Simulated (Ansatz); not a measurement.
Input for Ansatz (development build ahead of 0.2.0):

```yaml
crystal:
  periodic: [false, false, false]
  atoms:
    - { symbol: H, position_ang: [0.0, 0.0, -0.71762] }
    - { symbol: Cl, position_ang: [0.0, 0.0, 0.71762] }
basis:
  gaussian: { orbitals: def2-SVP }
total_charge: 1
magnetization:
  spin_polarized: true
  initial_magnetization: 1
hamiltonian:
  xc: hf
correlation:
  method: ccsd_t
  frozen_orbitals: { Cl: 5, H: 0 }
```

The input is written out in the form of the current development build from the run's settings.

Results

```json
{
 "Converged": "yes",
 "Reference energy": "-459.50903 hartree",
 "Correlation energy": "-0.14236 hartree",
 "Total energy": "-459.65140 hartree",
 "Stability test": "minimum"
}
```
